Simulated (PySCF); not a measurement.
Isomers of C4H7NO and their computed core-level spectra.

Level of theory: delta-SCF UKS SCAN, pcX-2 on the ionised atom, pcseg-1 elsewhere, spin-free X2C (PySCF 2.14.0). Geometries: GFN2-xTB; isolated species, one conformer each.

Line lists (1s up to Mg, 2p3/2 beyond; areas count atoms within a level, one atom standing for each set equivalent by bonding):
1. C 1s: 291.04 (area 1), 292.48 (area 1), 292.48 (area 1), 293.77 (area 1) eV; N 1s: 405.40 eV; O 1s: 538.98 eV
2. C 1s: 290.90 (area 1), 291.14 (area 1), 292.08 (area 1), 293.43 (area 1) eV; N 1s: 405.71 eV; O 1s: 536.71 eV
3. C 1s: 291.22 (area 1), 291.23 (area 1), 292.17 (area 1), 293.61 (area 1) eV; N 1s: 404.75 eV; O 1s: 538.32 eV
4. C 1s: 292.38 (area 1), 292.39 (area 1), 292.58 (area 1), 292.82 (area 1) eV; N 1s: 405.13 eV; O 1s: 538.91 eV

Structures:
A. `N#CCOCC`
B. `COCCC#N`
C. `O=C1CCCN1`
D. `C[C@H](C=O)/C=N/[H]`

Question: Match each list to its structure.

Answer: 
- 1 = A: another candidate has the same counts of sites, so positions decide. C 1s: 291.04 methyl carbon, 292.48 nitrile carbon, 292.48 sp3 carbon bound to oxygen, 293.77 sp3 carbon bound to oxygen; N 1s: 405.40 nitrile nitrogen; O 1s: 538.98 ether oxygen.
- 2 = C: another candidate has the same counts of sites, so positions decide. C 1s: 290.90 sp3 carbon next to a carbonyl, 291.14 ring CH2 carbon, 292.08 sp3 carbon bound to nitrogen, 293.43 amide carbonyl carbon; N 1s: 405.71 amide nitrogen; O 1s: 536.71 amide oxygen.
- 3 = D: another candidate has the same counts of sites, so positions decide. C 1s: 291.22 methyl carbon, 291.23 sp3 carbon next to a carbonyl, 292.17 imine carbon, 293.61 aldehyde carbon; N 1s: 404.75 imine nitrogen; O 1s: 538.32 aldehyde oxygen.
- 4 = B: another candidate has the same counts of sites, so positions decide. C 1s: 292.38 sp3 carbon next to a nitrile, 292.39 nitrile carbon, 292.58 methoxy carbon, 292.82 sp3 carbon bound to oxygen; N 1s: 405.13 nitrile nitrogen; O 1s: 538.91 ether oxygen.

1 of these hole states is spin-contaminated (⟨S²⟩ 0.97, against 0.75; counted from 0.85) and less certain.
